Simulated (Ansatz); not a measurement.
Ansatz (a quantum-chemistry and plane-wave program) input (B3LYP/6-31G*):

Ansatz 0.2 input:
```yaml
crystal:
  periodic: [false, false, false]
  atoms:
    - {symbol: Al, position_ang: [-0.00224844, 0.48080362, 0.00489246]}
    - {symbol: F, position_ang: [1.43233011, -0.34050959, -0.00814095]}
    - {symbol: F, position_ang: [-1.42908236, -0.35398453, 0.00107407]}
basis:
  gaussian:
    orbitals: 6-31G*
hamiltonian:
  xc: {name: B3LYP}
magnetization: {spin_polarized: true, initial_magnetization: 1}
relax: {f_tol: 0.003, max_steps: 120}
```

Problem. What final total energy does it give?

Solution. -442.21326 Eh.
